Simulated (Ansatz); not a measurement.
The input, for Ansatz 0.2.0:

```yaml
crystal:
  periodic: [false, false, false]
  atoms:
    - {symbol: Si, position_ang: [-0.042392, 0.081545, 1.171934]}
    - {symbol: P, position_ang: [0.073725, -0.027248, -0.995977]}
    - {symbol: H, position_ang: [0.017415, -1.441379, 1.194196]}
    - {symbol: H, position_ang: [-0.605598, -1.091045, -1.621383]}
    - {symbol: H, position_ang: [-0.496156, 1.097555, -1.621744]}
basis:
  gaussian: {orbitals: cc-pVDZ}
total_charge: 1
magnetization: {spin_polarized: true, initial_magnetization: 1}
correlation: {method: mp2, electrons: all}
```

```sh
$ ansatz run in.yaml --threads 1 --pin off --events-out ev --progress --plain --max-ram 2393MiB
```

The program prints:

```
507 factors; integrals over basis functions are off by at most 1.2e-3 eV
mean field evaluation 1: about -17170.1426 eV, gradient 1.3e1 eV
mean field evaluation 2: about -17170.1471 eV, gradient 1.3e1 eV
mean field evaluation 4: about -17171.9607 eV, gradient 1.9e0 eV
mean field evaluation 8: about -17172.1096 eV, gradient 5.7e-1 eV
mean field evaluation 16: about -17172.3417 eV, gradient 3.4e-5 eV
mean field evaluation 32: about -17172.2535 eV, gradient 7.4e-1 eV
mean field -17172.34171993 eV, -631.0719183761 hartree, gradient 2.7e-6 eV, S^2 1.071042; 5 other end points of the search recorded, 0 dependent functions left out
reference -17172.34171993 eV, -631.0719183761 hartree; 16, 15 occupied and 35, 36 virtual orbitals, 507 factors
second order -5.04415057 eV of doubles, -0.00000000 eV of singles
Total energy: -17177.38587050 eV, -631.2572874904 hartree
```

Ran on 1 thread of Arm Neoverse V1, shared host: 1.3 s wall, 0.09 GiB peak host memory.
